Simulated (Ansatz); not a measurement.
# BH2+ (singlet): from Hartree-Fock to the top rungs at distance B1–H2 = 2.629 Å, aug-cc-pVTZ

One table from this session's results is given with a row withheld; the runs are named, their logs left out.

Computed with Ansatz 0.2.0, Gaussian basis. Level: aug-cc-pVTZ, core rule «outside noble gas», up to 1 orbitals frozen.

Plan: UHF; CCSD(T) on RHF; CCSD(T) on UHF; BCCD(T) on RHF; CCSDT(Q) on RHF; CCSDT(Q) on UHF; CASSCF and NEVPT2, 4 electrons in 6 orbitals; Full CI.

18 further runs of the same task are left out: 11 that didn't finish, 7 set aside as unsound or not needed.

### The system

The geometry derives from a PBE0/def2-TZVP stationary point (not a proven minimum). One bond is set to the value named and the two fragments are kept rigid.

3 atoms, charge 1, spin multiplicity 1.

Atoms are counted from 1 here; the program's logs count them from 0.

Bond lengths: B1–H3 1.179 Å.

The first run:

The input, in.yaml:

```yaml
crystal:
  periodic: [false, false, false]
  atoms:
    - {symbol: B, position_ang: [0.000000, 0.000000, 0.483273]}
    - {symbol: H, position_ang: [0.000000, 0.000000, -2.145727]}
    - {symbol: H, position_ang: [0.000000, 0.000000, 1.662454]}
basis:
  gaussian: {orbitals: aug-cc-pVTZ}
total_charge: 1
magnetization: {spin_polarized: true, initial_magnetization: 0}
hamiltonian: {xc: hf}
output: {orbitals: {seedname: orbitals}}
```

The run is started by

```bash
ansatz run in.yaml --threads 1 --pin off --events-out ev --progress --plain --max-ram 2393MiB
```

Steps of the session up to this table: UHF; CCSD(T) on RHF; CCSD(T) on UHF; BCCD(T) on RHF; CCSDT(Q) on RHF; CCSDT(Q) on UHF; CASSCF and NEVPT2, 4 electrons in 6 orbitals; Full CI.

One of the session's tables, all rows but one given; the rest of the session is left out.

It belongs to the step «Misses and costs». 

| method | from FCI (kcal/mol) |
| --- | --- |
| RHF | +82.24 |
| UHF | ? |
| RMP2 | +26.42 |
| UMP2 | +18.27 |
| RCCSD | +3.00 |
| UCCSD | +3.54 |
| RCCSD(T) | +0.54 |
| UCCSD(T) | +1.67 |
| BCCD(T) | +0.57 |
| RCCSDT | +0.12 |
| UCCSDT | +0.19 |
| RCCSDT(Q) | +0.03 |
| UCCSDT(Q) | +0.01 |
| CASSCF valence | +16.65 |
| NEVPT2 valence | +6.29 |
| FCI | 0 |

**Question.** Estimate the row for UHF.

**Answer.** from FCI (kcal/mol): +44.55. In the column «from FCI (kcal/mol)» it lies between RMP2 (+26.42) and RHF (+82.24).

The program flags RCCSD(T), BCCD(T), RCCSDT(Q), UCCSDT(Q) as in doubt (see the logs), so those rows may rest on another solution; read them beside their warnings.

To keep in mind: The determinant is far from a pure spin state, so its energy mixes those of several spin states (harmless only where they are near-degenerate, as at dissociation). The report flags that the cluster equations may have other roots. The program flags RCCSD(T), BCCD(T), RCCSDT(Q), UCCSDT(Q) as in doubt, so those rows may rest on another solution; read them beside their warnings. Restricted and unrestricted rows rest on different reference determinants; where their highest levels disagree by more than a few hundredths of an eV, they describe different states and don't form one ladder.
